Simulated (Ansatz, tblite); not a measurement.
Forces on Mg2H2 at its PBE-D4/def2-TZVP geometry. The state is a singlet with charge 0.

The xTB rows come from tblite. The structure comes from a short search, and lower isomers may exist.

GFN1-xTB (tblite), largest force 0.38 eV/Å:

```xyz
4
positions Å, forces eV/Å
Mg   -0.057   -0.759    1.225    0.015    0.200   -0.323
Mg    0.060    0.758   -1.226   -0.016   -0.200    0.323
H    -0.131   -1.670    2.699    0.005    0.055   -0.089
H     0.128    1.671   -2.699   -0.004   -0.055    0.089
```

GFN2-xTB (tblite), largest force 0.87 eV/Å:

```
Mg 0.036 0.459 -0.742
Mg -0.035 -0.460 0.742
H -0.016 -0.197 0.318
H 0.015 0.197 -0.318
```

PBE-D4/def2-TZVP (Ansatz), largest force 0.00 eV/Å:

```
Mg -0.001 -0.001 0.003
Mg -0.001 0.002 -0.002
H 0.001 -0.001 0.002
H 0.001 0.001 -0.002
```
